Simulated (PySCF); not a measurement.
# EPR parameters of C4H5O2

Compound: C₄H₅O₂ (doublet state).
Numbering: `[O:1]=[C:2]1[CH:3][O:4][CH2:5][CH2:6]1` (hydrogens: H7 on C3; H8, H9 on C5; H10, H11 on C6)

Method used: UKS B3LYP, pcH-1 on C H O, non-relativistic, mean-field spin-orbit, GIAO in PySCF. Geometry: GFN2-xTB; no solvent, vibrations or thermal averaging. A GFN2-xTB geometry isn't a minimum of the functional, and hyperfine couplings can be far from their values at a DFT geometry. No stability test was run, so a lower SCF solution isn't excluded.

| Property | Result |
| --- | --- |
| g1, g2, g3 | 2.00205, 2.00580, 2.00767 |
| g_iso | 2.00517 |
| Form of g | rhombic: the two nearest values differ by 33 % of g3 − g1 |
| ⟨S²⟩ | 0.7585 (exact 0.7500) |
| HOMO–LUMO gap, α and β orbitals | 6.16, 4.04 eV |

Isotropic coupling and dipolar principal values T1 to T3, in 10⁻⁴ cm⁻¹; ρ(0) is the spin density at the nucleus (1 × 10⁻⁴ cm⁻¹ = 2.998 MHz):

```
atom  isotope  a_iso     T1     T2    T3  Mulliken spin population  ρ(0) (bohr⁻³)
  O1      17O   -6.7  -29.9   14.9  15.0                      0.28         0.0331
  C2      13C  -10.0   -1.0   -0.3   1.3                     -0.03        -0.0267
  C3      13C   14.2  -16.6  -16.3  32.9                      0.58         0.0379
  O4      17O   -9.1  -27.6   13.5  14.1                      0.18         0.0451
  C5      13C   -1.8   -0.3   -0.3   0.6                     -0.01        -0.0049
  C6      13C   -2.0   -0.2   -0.2   0.5                     -0.01        -0.0054
  H7       1H  -13.9   -7.6   -0.8   8.3                     -0.03        -0.0093
  H8       1H    4.8   -1.1   -0.8   1.9                      0.01         0.0032
  H9       1H    4.8   -1.1   -0.8   1.9                      0.01         0.0032
 H10       1H    4.8   -0.8   -0.4   1.2                      0.01         0.0032
 H11       1H    4.8   -0.8   -0.4   1.2                      0.01         0.0032
```

The largest Mulliken spin populations are on C3 (+0.58), O1 (+0.28) and O4 (+0.18). Three atoms exceed +0.15. The angles at C3 add up to 360.0°, so it is planar; its axial dipolar tensor and the negative coupling of its proton fit spin in a p orbital normal to that plane.

The SMILES `O=C1[CH]OCC1` draws the unpaired electron on C3, whose computed spin population is only +0.58.

Axes: g2 points within 12° of the C3–H7 bond.

Under fast tumbling the dipolar parts average out, and these isotropic splittings remain: 1 × 1H (H7, I = 1/2, 2 lines) with 1.48 mT, 2 × 1H (H8/H9, I = 1/2, 3 lines) with 0.51 mT and 2 × 1H (H10/H11, I = 1/2, 3 lines) with 0.51 mT.

The 13C coupling of C3 (42.6 MHz) shows only in satellite lines or after enrichment, since that isotope makes up about 1.07 % of natural carbon.

The 17O coupling of O4 (-27.3 MHz) shows only in satellite lines or after enrichment, since that isotope makes up about 0.038 % of natural oxygen.

Examples of negative spin density at the nucleus (bohr⁻³): C2 (-0.0267), H7 (-0.0093) and C6 (-0.0054).
